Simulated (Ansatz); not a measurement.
Computed with DFT, PBEsol, plane waves (420 eV) with PAW, scalar-relativistic in Ansatz 0.2.0. The PAW files were generated under PBE, with cores re-solved for the functional.

An element in the hcp structure gives this curve. The cell is scaled uniformly from the relaxed one, with fractional coordinates and shape fixed. Energies are extrapolated to zero smearing, pressures are those at the given smearing. Magnetic state: spin not included.

```
V (Å³/atom)  E − E₀ (meV/atom)  P (GPa)
     12.455               77.1    16.55
     13.021               31.4     9.67
     13.587                7.2     4.27
     14.153                0.0     0.05
     14.719                6.0    -3.23
     15.286               22.4    -5.77
     15.852               46.7    -7.71
```

Which element is it?
A. molybdenum
B. zinc
C. tungsten
D. ruthenium

B. Its fit is V₀ = 14.16 Å³/atom, B₀ = 93 GPa, B₀′ = 5.2.
